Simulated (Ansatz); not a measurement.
## Ansatz (development build ahead of 0.2.0) run

```yaml
crystal:
  periodic: [false, false, false]
  atoms:
    - { symbol: C, position_ang: [0.0, 0.0, 0.0] }
    - { symbol: H, position_ang: [1.03, 0.0, -0.37] }
    - { symbol: H, position_ang: [-0.515, 0.89201, -0.37] }
    - { symbol: H, position_ang: [-0.515, -0.89201, -0.37] }
    - { symbol: S, position_ang: [0.0, 0.0, 1.8] }
basis:
  gaussian: { orbitals: def2-SVP }
magnetization:
  spin_polarized: true
  initial_magnetization: 1
hamiltonian:
  xc: hf
scf:
  omitted_lower_state_checks: [starts, atomic_configurations, cluster_reference, orbital_swaps, given_window_search, neighbouring_geometries, increment]
output:
  forces: true
```

The input is written out in the form of the current development build from the run's settings.

Results

| Property | Result |
| --- | --- |
| Converged | yes |
| Total energy | -436.96286 hartree |
| Spin squared of the determinant | 0.759 |
| Stability test | minimum |

Forces (eV/Å):
```tsv
atom	Fx	Fy	Fz
C1	0.456	0.000	-0.275
H2	-0.265	0.000	-0.084
H3	-0.017	-0.181	0.084
H4	-0.017	0.181	0.084
S5	-0.157	0.000	0.191
```
